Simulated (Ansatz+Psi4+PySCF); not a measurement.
The numbers below are computed, except where a source is named.
```xyz
2

Na    0.0000    0.0000    1.5763
Na    0.0000    0.0000   -1.5763
```

Basis set: cc-pCVTZ (spherical functions). Left uncorrelated: 2 orbitals. Charge 0, multiplicity 1.

Starred EOM-CCSD(T)(a) on the restricted Hartree–Fock determinant with PySCF 2.14.0; the energies are vertical.

Q: The solver was asked for the few lowest roots only. Give the ionization energies of singlet Na2 among them whose weight of singles is over 0.7.

A:

```tsv
root	energy (eV)	weight of singles
1	4.92	0.93
```

Higher main lines weren't sought.
